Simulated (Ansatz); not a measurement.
**Property card for CaO**

All numbers below come from Ansatz 0.2.0, DFT r2SCAN, scalar-relativistic, plane waves, PAW.

Plane waves to 500 eV, a k mesh through Γ of 8×8×8 on the computed 2-atom cell and Gaussian smearing (0.02 eV); no spin polarisation.

The structure is relaxed at this level of theory with its symmetry kept.

It takes space group Fm-3m (No. 225, cubic). The conventional cell has a = 4.795 Å, b = 4.795 Å, c = 4.795 Å, α = 90.00°, β = 90.00°, γ = 90.00°. Around Ca (site symmetry m-3m) lie 6 O at 2.40 Å. O (site symmetry m-3m) has 6 Ca at 2.40 Å as nearest neighbours.

| Item | Value |
| --- | --- |
| Volume per atom | 93.0 bohr³ |
| Formation energy from the elements' standard states (uncorrected) | -3.218 eV/atom |
| Generalised Kohn–Sham band gap | 4.20 eV, indirect from Γ to X |
| Löwdin character of the top 1 eV of the valence band | O 2p 94 %, unprojected 5 % |
| Electron masses at the edge by Cartesian direction of the standard setting (m_e; degenerate bands sorted by energy; no spin-orbit coupling) | x: 1.4; y: 0.44; z: 0.44 |
| Hole masses at the edge by Cartesian direction of the standard setting (m_e; degenerate bands sorted by energy; no spin-orbit coupling) | x: 2.9, 2.9, 0.37; y: 2.9, 2.9, 0.37; z: 2.9, 2.9, 0.37 |
| Bulk modulus | 117 GPa |
| Its pressure derivative | 4.3 |
| Electronic dielectric constant xx, yy, zz of the standard setting (independent particles) | 3.6, 3.6, 3.6 |
| Bader charges (e) | Ca (1 in the cell) 1.52, O (1 in the cell) -1.52 |

Cost: 12 runs of about 1.9 core-minutes in all, on Intel Xeon Processor @ 2.50GHz (Skylake/Cascade Lake) (shared hosts).